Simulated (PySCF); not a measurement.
**Adding and removing an electron: C₂**

PBE0; C def2-TZVP; no relativity (PySCF 2.14). Neutral (UKS): triplet (σ ↑, π ↑), Re = 1.301 Å, ωe = 1711 cm⁻¹, De = 6.30 eV, HOMO -8.97 eV, LUMO -5.70 eV.

C₂⁺ (UKS): quartet (σ ↑, π ↑↑), Re = 1.402 Å, ωe = 1359 cm⁻¹, De = 6.01 eV to C⁺ + C. The energies at the minima are -75.84212 hartree for C2 and -75.40846 for C₂⁺.

Problem. Work out the adiabatic ionisation energy, without and with harmonic zero-point energies (1 hartree = 27.2114 eV, 1 eV = 8065.5 cm⁻¹), and the change of the bond length.

Solution. At PBE0: 0.43366 hartree = 11.800 eV between the minima; the zero-point term (1359.0 − 1711.0)/2 cm⁻¹ = -0.022 eV makes it 11.779 eV. Re changes by +10.1 pm against the neutral. The electron leaves a π orbital, and the longer bond of the ion fits a bonding orbital, or a change in how ionic the bond is.

States were picked by a PBE0 search and need not be the measured ground states.
